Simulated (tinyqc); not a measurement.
Inside a calculation. Method: Born-Oppenheimer dynamics on the UHF/sto-6g surface (energies and gradients from PySCF), for H2O, spin multiplicity 3. One step of it, computed by the program tinyqc.

Task: Velocity Verlet step 2. dt = 0.5 fs = 20.6707 atomic units; x' = x + v dt - g dt^2 / (2m); after the new gradient g', v' = v - (g + g') dt / (2m).

positions after step 1 (bohr):
```
            x          y          z
1O   0.016338  -0.063285  -0.033527
2H  -0.164151   1.429486   1.102913
3H   0.074858  -1.654571   1.302040
```

velocities after step 1 (bohr per atomic time unit):
```
               x             y             z
1O   0.000057092   0.000115763  -0.000228205
2H  -0.001565898   0.001296567   0.000497822
3H   0.000659808  -0.003133814   0.003123952
```

gradient after step 1 (hartree/bohr):
```
              x            y            z
1O   0.00553214  -0.19479326   0.19452742
2H   0.00428109  -0.04437905  -0.01314895
3H  -0.00981322   0.23917231  -0.18137847
```

masses (electron masses): 1O 29156.946388, 2H 1837.152588, 3H 1837.152588

gradient after step 2 (hartree/bohr):
```
              x            y            z
1O   0.00790062  -0.17543129   0.14184377
2H   0.00077229  -0.01099803   0.00436929
3H  -0.00867290   0.18642932  -0.14621306
```

Give: positions after step 2; velocities after step 2.

Result:

positions after step 2 (bohr):
```
          x        y        z
1O   0.0175  -0.0595  -0.0397
2H  -0.1970   1.4614   1.1147
3H   0.0896  -1.7472   1.3877
```

velocities after step 2 (bohr per atomic time unit):
```
             x           y           z
1O   0.0000523   0.0002470  -0.0003474
2H  -0.0015943   0.0016081   0.0005472
3H   0.0007638  -0.0055281   0.0049669
```
